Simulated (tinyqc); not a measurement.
Pariser-Parr-Pople SCF with singles CI, for the molecule c1cc[nH]c1 (SMILES; centres numbered as the heavy atoms are written), step by step. One step of it, computed by the program tinyqc.

Problem. Singles CI, singlets. Over the 6 single excitations with the smallest orbital gaps: A = (e_a - e_i) delta + 2 (ia|jb) - (ij|ab), with (pq|rs) = sum c_mp c_mq gamma_mn c_nr c_ns. f = 2/3 w |mu|^2 in atomic units, mu = sqrt2 sum c_ia sum_m c_mi c_ma R_m.

orbital energies (eV): -14.216884  -10.344118  -9.479700  -0.142150  1.267182

coefficients:
```
         MO1        MO2        MO3        MO4        MO5
1C  0.279699   0.584469   0.348962  -0.283103  -0.615014
2C  0.279722   0.584612  -0.348682  -0.282844   0.615146
3C  0.423760   0.069349  -0.615062   0.561742  -0.348946
4N  0.695961  -0.554120  -0.000143  -0.456716   0.000067
5C  0.423781   0.069032   0.615098   0.561879   0.348698
```

repulsion gamma_rs (eV):
```
           1C         2C         3C         4N         5C
1C  11.130000   5.344818   4.046371   4.368809   5.344818
2C   5.344818  11.130000   5.346212   4.368302   4.045107
3C   4.046371   5.346212  11.130000   5.923040   4.045936
4N   4.368809   4.368302   5.923040  16.800000   5.923867
5C   5.344818   4.045107   4.045936   5.923867  11.130000
```

Centres (angstrom, eV; a flat drawing with bonds scaled to 1.40 angstrom):
```
centre          x          y  core charge z          W   gamma_rr
1C       1.191000   0.000000              1  11.160000  11.130000
2C       0.368000   1.133000              1  11.160000  11.130000
3C      -0.963000   0.700000              1  11.160000  11.130000
4N      -0.963000  -0.700000              2  25.600000  16.800000
5C       0.368000  -1.133000              1  11.160000  11.130000
```

Give: singlet CI matrix; singlet excitation energies; oscillator strengths.

Solution.

singlet CI matrix (eV):
```
        3>4     2>4    3>5     2>5     1>4     1>5
3>4   6.200   0.000  0.001  -0.253   0.000   0.368
2>4   0.000   6.715  0.884   0.000  -0.202   0.000
3>5   0.001   0.884  7.236   0.000   0.151   0.000
2>5  -0.253   0.000  0.000   7.979   0.000   0.337
1>4   0.000  -0.202  0.151   0.000  10.106   0.000
1>5   0.368   0.000  0.000   0.337   0.000  11.131
```

singlet excitation energies (eV): 6.038  6.130  7.897  7.990  10.122  11.190

oscillator strengths: 0.032  0.337  0.989  0.424  0.007  0.017
